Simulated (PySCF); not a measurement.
Level of theory: PBE-D3(BJ)/def2-TZVP in PySCF. All species are isolated molecules in the gas phase. 

Reference species (SMILES): `[C]#N` (neutral, multiplicity 2).

| Property | Result |
|---|---|
| dipole moment | 1.13 D |

Changed species: `[OH]` (radical fragment; the reference has radical fragment).

Q: Predict the effect on the dipole moment.

A: the dipole moment rises by 0.60 D, to 1.73 D.
